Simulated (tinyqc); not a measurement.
Worked calculation: extended Hueckel theory, for CH4. Computed by tinyqc, a small Python program that keeps every step (integrals from PySCF). Settings: charge = 0, K = 1.75, multiplicity = 1. Command: `OMP_NUM_THREADS=1 python tinyqc.py 20955 20956 out.jsonl` (the two numbers bound the seeds that draw the settings). One thread of a shared host (Intel(R) Xeon(R) Processor @ 2.60GHz), about 0.01 s of CPU time with the checks.

## Overlaps

Geometry (angstrom):
```
atom         x         y         z
C      0.00000   0.00000   0.00000
H      0.61200   0.61200   0.61200
H      0.61200  -0.61200  -0.61200
H     -0.61200   0.61200  -0.61200
H     -0.61200  -0.61200   0.61200
```

Parameters chosen for this run:
```
element  shell  Slater exponent  H_ii (eV)
H           1s          1.30000  -13.60000
C           2s          1.62500  -21.40000
C           2p          1.62500  -11.40000
```

Slater orbitals, each expanded in six Gaussians scaled to its exponent.

overlap S:
```
          1C 2s    1C 2px    1C 2py    1C 2pz    2H 1s     3H 1s     4H 1s     5H 1s
1C 2s   1.00000   0.00000   0.00000   0.00000  0.50928   0.50928   0.50928   0.50928
1C 2px  0.00000   1.00000   0.00000   0.00000  0.28953   0.28953  -0.28953  -0.28953
1C 2py  0.00000   0.00000   1.00000   0.00000  0.28953  -0.28953   0.28953  -0.28953
1C 2pz  0.00000   0.00000   0.00000   1.00000  0.28953  -0.28953  -0.28953   0.28953
2H 1s   0.50928   0.28953   0.28953   0.28953  1.00000   0.16051   0.16051   0.16051
3H 1s   0.50928   0.28953  -0.28953  -0.28953  0.16051   1.00000   0.16051   0.16051
4H 1s   0.50928  -0.28953   0.28953  -0.28953  0.16051   0.16051   1.00000   0.16051
5H 1s   0.50928  -0.28953  -0.28953   0.28953  0.16051   0.16051   0.16051   1.00000
```

## Wolfsberg-Helmholz matrix

diagonal H_ii (eV): 1C 2s -21.40000, 1C 2px -11.40000, 1C 2py -11.40000, 1C 2pz -11.40000, 2H 1s -13.60000, 3H 1s -13.60000, 4H 1s -13.60000, 5H 1s -13.60000

K = 1.75000

H_ij = K' S_ij (H_ii + H_jj)/2 for i != j (the diagonal keeps H_ii), with K' = 1.75.

H (eV):
```
            1C 2s     1C 2px     1C 2py     1C 2pz      2H 1s      3H 1s      4H 1s      5H 1s
1C 2s   -21.40000    0.00000    0.00000    0.00000  -15.59667  -15.59667  -15.59667  -15.59667
1C 2px    0.00000  -11.40000    0.00000    0.00000   -6.33344   -6.33344    6.33344    6.33344
1C 2py    0.00000    0.00000  -11.40000    0.00000   -6.33344    6.33344   -6.33344    6.33344
1C 2pz    0.00000    0.00000    0.00000  -11.40000   -6.33344    6.33344    6.33344   -6.33344
2H 1s   -15.59667   -6.33344   -6.33344   -6.33344  -13.60000   -3.82014   -3.82014   -3.82014
3H 1s   -15.59667   -6.33344    6.33344    6.33344   -3.82014  -13.60000   -3.82014   -3.82014
4H 1s   -15.59667    6.33344   -6.33344    6.33344   -3.82014   -3.82014  -13.60000   -3.82014
5H 1s   -15.59667    6.33344    6.33344   -6.33344   -3.82014   -3.82014   -3.82014  -13.60000
```

## Orbitals

valence electrons = 8

Solve H C = S C e through S^(-1/2); fill by pairs from the bottom, a degenerate level sharing its electrons equally; each orbital has its largest coefficient positive (the first on a tie).

orbital energies (eV): -24.64286  -15.53419  -15.53419  -15.53419  6.25115  6.25115  6.25115  39.90914

occupations: 2.00000  2.00000  2.00000  2.00000  0.00000  0.00000  0.00000  0.00000

coefficients:
```
            MO1       MO2       MO3       MO4       MO5       MO6       MO7       MO8
1C 2s   0.63197   0.00000   0.00000   0.00000   0.00000   0.00000   0.00000   1.71373
1C 2px  0.00000  -0.39015   0.21744  -0.31207   0.11416   1.09838  -0.38561   0.00000
1C 2py  0.00000  -0.28612  -0.46234   0.03556   1.15927  -0.07199   0.13815   0.00000
1C 2pz  0.00000   0.25061  -0.18934  -0.44523  -0.10599   0.39566   1.09562   0.00000
2H 1s   0.16817  -0.23964  -0.24446  -0.40633  -0.63262  -0.77060  -0.45961  -0.73123
3H 1s   0.16817  -0.19965   0.48930   0.05495   0.50890  -0.41980   0.87753  -0.73123
4H 1s   0.16817  -0.08252  -0.27611   0.44637  -0.62377   0.84861   0.30988  -0.73123
5H 1s   0.16817   0.52182   0.03128  -0.09499   0.74749   0.34179  -0.72780  -0.73123
```

sum of one-electron energies = -142.49086 eV

Within a degenerate level the vectors are fixed only up to a rotation; this is one choice.

## Mulliken analysis

P = C n C^T; charge = valence electrons (H 1, C 4) minus the sum of (P S)_ii on the atom; overlap population = 2 sum P_ij S_ij between two atoms.

charges: 1C -0.17452, 2H 0.04363, 3H 0.04363, 4H 0.04363, 5H 0.04363

Overlap populations:
```
pair      value
2-1    0.797212
3-1    0.797212
3-2   -0.042256
4-1    0.797212
4-2   -0.042256
4-3   -0.042256
5-1    0.797212
5-2   -0.042256
5-3   -0.042256
5-4   -0.042256
```
